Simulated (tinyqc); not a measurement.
Inside a calculation. Method: UHF in the sto-3g basis, for NH3, spin multiplicity 1. One step of it, computed by the program tinyqc.

Question. Iteration 1: diagonalisation and new density. A level shift of 0.2 hartree raises the virtual space: F + shift (S - S D(s) S), with D(s) the density of one spin. Diagonalise F' = X^T F X, C = X C', fill 5 alpha and 5 beta electrons from the bottom; D(s) = C_occ C_occ^T. Each column has its largest component positive (the first on a tie).

F(alpha) (hartree), lower triangle:
```
,1N 1s,1N 2s,1N 2px,1N 2py,1N 2pz,2H 1s,3H 1s,4H 1s
1N 1s,-13.602803
1N 2s,-3.547703,-1.172097
1N 2px,0.000170,0.001357,0.342413
1N 2py,0.000000,0.000000,0.000000,0.341993
1N 2pz,0.004214,0.070649,-0.000496,0.000000,0.551735
2H 1s,-0.577781,-0.398629,-0.141685,0.000000,-0.034269,0.013972
3H 1s,-0.577419,-0.398519,0.071656,-0.123726,-0.028970,-0.112473,0.011135
4H 1s,-0.577419,-0.398519,0.071656,0.123726,-0.028970,-0.112473,-0.111837,0.011135
```

F(beta) (hartree), lower triangle:
```
,1N 1s,1N 2s,1N 2px,1N 2py,1N 2pz,2H 1s,3H 1s,4H 1s
1N 1s,-13.603690
1N 2s,-3.545913,-1.163066
1N 2px,0.000117,0.001273,0.344691
1N 2py,0.000000,0.000000,0.000000,0.343977
1N 2pz,0.000139,0.081885,0.000336,0.000000,0.536211
2H 1s,-0.577767,-0.378313,-0.138021,0.000000,0.113797,0.012109
3H 1s,-0.577372,-0.379532,0.069875,-0.120739,0.108754,-0.113089,0.009445
4H 1s,-0.577372,-0.379532,0.069875,0.120739,0.108754,-0.113089,-0.112417,0.009445
```

X, lower triangle:
```
,1N 1s,1N 2s,1N 2px,1N 2py,1N 2pz,2H 1s,3H 1s,4H 1s
1N 1s,1.024263
1N 2s,-0.143629,1.228876
1N 2px,-0.000007,0.000080,1.097824
1N 2py,0.000000,0.000000,0.000000,1.097801
1N 2pz,0.003640,-0.034641,-0.000015,0.000000,1.005790
2H 1s,0.019740,-0.226102,-0.231518,0.000000,0.037932,1.138505
3H 1s,0.019733,-0.225955,0.115680,-0.200418,0.037901,-0.029663,1.138372
4H 1s,0.019733,-0.225955,0.115680,0.200418,0.037901,-0.029663,-0.029643,1.138372
```

D(alpha) at the start, lower triangle:
```
,1N 1s,1N 2s,1N 2px,1N 2py,1N 2pz,2H 1s,3H 1s,4H 1s
1N 1s,1.065775
1N 2s,-0.293972,1.323675
1N 2px,0.000045,0.000448,1.168402
1N 2py,0.000000,0.000000,0.000000,1.168351
1N 2pz,0.036668,-0.288423,-0.004630,0.000000,0.922503
2H 1s,0.031107,-0.167831,-0.195546,0.000000,0.283231,0.124332
3H 1s,0.031353,-0.166353,0.095799,-0.168133,0.263915,0.070289,0.113461
4H 1s,0.031353,-0.166353,0.095799,0.168133,0.263915,0.070289,0.065070,0.113461
```

D(beta) at the start, lower triangle:
```
,1N 1s,1N 2s,1N 2px,1N 2py,1N 2pz,2H 1s,3H 1s,4H 1s
1N 1s,1.069260
1N 2s,-0.318041,1.466519
1N 2px,-0.000315,0.002003,1.168402
1N 2py,0.000000,0.000000,0.000000,1.168351
1N 2pz,-0.004150,0.111422,0.004258,0.000000,0.805328
2H 1s,0.050350,-0.249151,-0.195485,0.000000,-0.202332,0.116820
3H 1s,0.049092,-0.241185,0.095860,-0.168133,-0.184387,0.063067,0.106529
4H 1s,0.049092,-0.241185,0.095860,0.168133,-0.184387,0.063067,0.058138,0.106529
```

overlap S, lower triangle:
```
,1N 1s,1N 2s,1N 2px,1N 2py,1N 2pz,2H 1s,3H 1s,4H 1s
1N 1s,1.000000
1N 2s,0.235038,1.000000
1N 2px,0.000000,0.000000,1.000000
1N 2py,0.000000,0.000000,0.000000,1.000000
1N 2pz,0.000000,0.000000,0.000000,0.000000,1.000000
2H 1s,0.037400,0.384293,0.363065,0.000000,-0.065733,1.000000
3H 1s,0.037374,0.384127,-0.181428,0.314352,-0.065695,0.110227,1.000000
4H 1s,0.037374,0.384127,-0.181428,-0.314352,-0.065695,0.110227,0.110128,1.000000
```

Give: F' = X^T F X; orbital energies; coefficients C; F' = X^T F X; orbital energies; coefficients C; D(alpha) after iteration 1; D(beta) after iteration 1.

Answer.

F' = X^T F X (alpha) (hartree), lower triangle:
```
,1,2,3,4,5,6,7,8
1,-13.3148
2,-1.9895,-0.2771
3,0.0000,0.0016,0.5318
4,0.0000,0.0000,0.0000,0.5315
5,0.0041,0.0791,0.0008,0.0000,0.5750
6,-0.0573,-0.2954,-0.3235,0.0000,-0.0653,0.4478
7,-0.0573,-0.2942,0.1619,-0.2802,-0.0562,-0.0659,0.4464
8,-0.0573,-0.2942,0.1619,0.2802,-0.0562,-0.0659,-0.0642,0.4464
```

orbital energies (alpha) (hartree): MO1 -13.6138, MO2 -0.3432, MO3 0.1245, MO4 0.1263, MO5 0.4888, MO6 0.7673, MO7 0.9175, MO8 0.9194

coefficients C (alpha):
```
,MO1,MO2,MO3,MO4,MO5,MO6,MO7,MO8
1N 1s,0.9921,-0.2230,0.0000,0.0005,0.1106,-0.1573,0.0000,-0.0033
1N 2s,0.0350,0.7606,0.0000,-0.0030,-0.6123,0.8545,0.0000,0.0172
1N 2px,0.0000,-0.0017,0.0000,0.5646,-0.0162,-0.0276,0.0000,0.9828
1N 2py,0.0000,0.0000,0.5629,0.0000,0.0000,0.0000,0.9842,0.0000
1N 2pz,-0.0017,0.0099,0.0000,0.0117,0.8767,0.4979,0.0000,0.0217
2H 1s,-0.0062,0.1895,0.0000,0.5227,0.3877,-0.4874,0.0000,-0.8411
3H 1s,-0.0062,0.1885,0.4519,-0.2577,0.3838,-0.5167,-0.7198,0.4069
4H 1s,-0.0062,0.1885,-0.4519,-0.2577,0.3838,-0.5167,0.7198,0.4069
```

F' = X^T F X (beta) (hartree), lower triangle:
```
,1,2,3,4,5,6,7,8
1,-13.3164
2,-1.9852,-0.2989
3,0.0000,0.0011,0.5317
4,0.0000,0.0000,0.0000,0.5312
5,0.0069,-0.0217,-0.0010,0.0000,0.5941
6,-0.0619,-0.2611,-0.3187,0.0000,0.1766,0.4474
7,-0.0616,-0.2626,0.1597,-0.2763,0.1676,-0.0619,0.4460
8,-0.0616,-0.2626,0.1597,0.2763,0.1676,-0.0619,-0.0603,0.4460
```

orbital energies (beta) (hartree): MO1 -13.6145, MO2 -0.3280, MO3 0.1278, MO4 0.1297, MO5 0.3702, MO6 0.8745, MO7 0.9098, MO8 0.9118

coefficients C (beta):
```
,MO1,MO2,MO3,MO4,MO5,MO6,MO7,MO8
1N 1s,0.9921,-0.2176,0.0000,0.0020,-0.1619,0.1137,0.0000,-0.0107
1N 2s,0.0348,0.7410,0.0000,-0.0099,0.8166,-0.6809,0.0000,0.0647
1N 2px,0.0000,-0.0016,0.0000,0.5617,0.0170,0.1032,0.0000,0.9794
1N 2py,0.0000,0.0000,0.5603,0.0000,0.0000,0.0000,0.9857,0.0000
1N 2pz,-0.0012,-0.1612,0.0000,-0.0137,0.6504,0.7491,0.0000,-0.0827
2H 1s,-0.0062,0.1881,0.0000,0.5275,-0.3948,0.4125,0.0000,-0.8745
3H 1s,-0.0062,0.1880,0.4538,-0.2565,-0.3978,0.5375,-0.7186,0.3653
4H 1s,-0.0062,0.1880,-0.4538,-0.2565,-0.3978,0.5375,0.7186,0.3653
```

D(alpha) after iteration 1, lower triangle:
```
,1N 1s,1N 2s,1N 2px,1N 2py,1N 2pz,2H 1s,3H 1s,4H 1s
1N 1s,1.0462
1N 2s,-0.2026,0.9548
1N 2px,-0.0012,0.0070,0.3190
1N 2py,0.0000,0.0000,0.0000,0.3168
1N 2pz,0.0930,-0.5294,-0.0076,0.0000,0.7688
2H 1s,-0.0053,-0.0951,0.2885,0.0000,0.3479,0.4595
3H 1s,-0.0059,-0.0911,-0.1520,0.2543,0.3353,0.0499,0.4534
4H 1s,-0.0059,-0.0911,-0.1520,-0.2543,0.3353,0.0499,0.0451,0.4534
```

D(beta) after iteration 1, lower triangle:
```
,1N 1s,1N 2s,1N 2px,1N 2py,1N 2pz,2H 1s,3H 1s,4H 1s
1N 1s,1.0579
1N 2s,-0.2590,1.2173
1N 2px,-0.0013,0.0071,0.3158
1N 2py,0.0000,0.0000,0.0000,0.3139
1N 2pz,-0.0715,0.4118,0.0036,0.0000,0.4492
2H 1s,0.0179,-0.1885,0.2893,0.0000,-0.2943,0.4695
3H 1s,0.0169,-0.1832,-0.1511,0.2542,-0.2855,0.0572,0.4653
4H 1s,0.0169,-0.1832,-0.1511,-0.2542,-0.2855,0.0572,0.0535,0.4653
```
